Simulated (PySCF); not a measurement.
Breaking a bond: SMILES C=C=O (C₂H₂O), singlet. The C1–C4 bond (C1 also carries H, H; C4 carries O) is varied alone, starting from the PBE0/def2-TZVP optimised geometry.

- UHF/cc-pVDZ (PySCF)
- RHF/cc-pVDZ (PySCF)
- UKS-BHandHLYP = PySCF with unrestricted BHandHLYP/cc-pVDZ
- RKS-BHandHLYP = restricted BHandHLYP/cc-pVDZ (PySCF)
- UKS-PBE = PySCF 2.14.0 with unrestricted PBE/cc-pVDZ
- RKS-PBE = restricted PBE/cc-pVDZ (PySCF)
- UKS-PBE0 = unrestricted PBE0/cc-pVDZ in PySCF 2.14.0
- RKS-PBE0 = restricted PBE0/cc-pVDZ run with PySCF

Scanned distances (Å): 1.04, 1.12, 1.19, 1.23, 1.28, 1.31, 1.35, 1.40, 1.45, 1.51, 1.60, 1.77, 1.97, 2.14, 2.34, 2.59, 2.87, 3.19, 3.51, 3.97, 4.59.

Problem. Where does the unrestricted solution first break spin symmetry (<S²> of 0.01 or more)?

Solution. UHF: between 1.77 and 1.97 Å; UKS-BHandHLYP: between 1.77 and 1.97 Å; UKS-PBE: between 1.97 and 2.14 Å; UKS-PBE0: between 1.77 and 1.97 Å.

| R / Å | <S²> UHF | E(RHF) − E(UHF) / kcal/mol | <S²> UKS-BHandHLYP | E(RKS-BHandHLYP) − E(UKS-BHandHLYP) / kcal/mol | <S²> UKS-PBE | E(RKS-PBE) − E(UKS-PBE) / kcal/mol | <S²> UKS-PBE0 | E(RKS-PBE0) − E(UKS-PBE0) / kcal/mol |
|---|---|---|---|---|---|---|---|---|
| 1.04 | 0.00 | 0.0 | 0.00 | 0.0 | 0.00 | 0.0 | 0.00 | 0.0 |
| 1.12 | 0.00 | 0.0 | 0.00 | 0.0 | 0.00 | 0.0 | 0.00 | 0.0 |
| 1.19 | 0.00 | 0.0 | 0.00 | 0.0 | 0.00 | 0.0 | 0.00 | 0.0 |
| 1.23 | 0.00 | 0.0 | 0.00 | 0.0 | 0.00 | 0.0 | 0.00 | 0.0 |
| 1.28 | 0.00 | 0.0 | 0.00 | 0.0 | 0.00 | 0.0 | 0.00 | 0.0 |
| 1.31 | 0.00 | 0.0 | 0.00 | 0.0 | 0.00 | 0.0 | 0.00 | 0.0 |
| 1.35 | 0.00 | 0.0 | 0.00 | 0.0 | 0.00 | 0.0 | 0.00 | 0.0 |
| 1.40 | 0.00 | 0.0 | 0.00 | 0.0 | 0.00 | 0.0 | 0.00 | 0.0 |
| 1.45 | 0.00 | 0.0 | 0.00 | 0.0 | 0.00 | 0.0 | 0.00 | 0.0 |
| 1.51 | 0.00 | 0.0 | 0.00 | 0.0 | 0.00 | 0.0 | 0.00 | 0.0 |
| 1.60 | 0.00 | 0.0 | 0.00 | 0.0 | 0.00 | 0.0 | 0.00 | 0.0 |
| 1.77 | 0.00 | 0.0 | 0.00 | 0.0 | 0.00 | 0.0 | 0.00 | 0.0 |
| 1.97 | 0.85 | 12.2 | 0.54 | 3.0 | 0.00 | 0.0 | 0.36 | 1.0 |
| 2.14 | 1.02 | — | 0.96 | 18.4 | 0.82 | 8.3 | 0.92 | 14.4 |
| 2.34 | 1.01 | — | 1.01 | — | 1.00 | — | 1.01 | 34.6 |
| 2.59 | 0.95 | — | 0.94 | — | 0.97 | — | 0.96 | — |
| 2.87 | 0.91 | — | 0.88 | — | 0.92 | — | 0.91 | — |
| 3.19 | 0.88 | — | 0.84 | — | 0.88 | — | 0.87 | — |
| 3.51 | 0.87 | — | 0.82 | — | 0.86 | — | 0.86 | — |
| 3.97 | 0.86 | — | 0.81 | — | 0.85 | — | 0.85 | — |
| 4.59 | 0.86 | — | 0.81 | — | 0.84 | — | 0.84 | — |

A dash means that the run gave no value there, or that the column was ended at a point which the program doubted or which failed a test of continuity chosen for this set; such a test can also cut sound points.
